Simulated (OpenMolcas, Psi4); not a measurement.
# NO (nitric oxide): the dipole moment, rung by rung

NO: 2 atoms, total charge 0, spin state doublet. SMILES: `[N]=O`. The coordinates come from a PBE0-D4/def2-TZVP relaxation.

```xyz
2

N    -0.4836    0.1770   -0.2440
O     0.4836   -0.1770    0.2440
```

Quantity: the dipole moment, in D. The values are calculated.

**What was measured.** NIST CCCBDB gives the dipole moment of the gas as 0.15 D.

```
               level             kind     program  value (D)  computed − measured  CPU time
     UHF/def2-TZVPPD     Hartree–Fock  OpenMolcas       0.21                +0.06     5.2 s
U-r2SCAN/def2-TZVPPD         meta-GGA        Psi4       0.18                +0.03      26 s
  UM06-L/def2-TZVPPD         meta-GGA        Psi4       0.23                +0.08     2 min
   UTPSS/def2-TZVPPD         meta-GGA  OpenMolcas       0.21                +0.06      23 s
  UB3LYP/def2-TZVPPD    global hybrid  OpenMolcas       0.15                 0.00      17 s
  UBHLYP/def2-TZVPPD    global hybrid  OpenMolcas       0.01                -0.14      17 s
 UM06-2X/def2-TZVPPD  hybrid meta-GGA  OpenMolcas       0.12                -0.03      98 s
   UPBE0/def2-TZVPPD    global hybrid  OpenMolcas       0.14                -0.01      18 s
```

Nearest: UB3LYP/def2-TZVPPD (0.00 D); farthest: UBHLYP/def2-TZVPPD (-0.14 D). The measured dipole is a vibrational average, so differences of a few hundredths of a debye mean little. Computed less measured by kind, in D (of the ab initio rows, those in def2-TZVPPD): Hartree–Fock +0.06; meta-GGA +0.03 to +0.08; global hybrid -0.14 to +0.00. Magnitudes only. CPU times are rough (shared hosts, several kinds of processor and program).
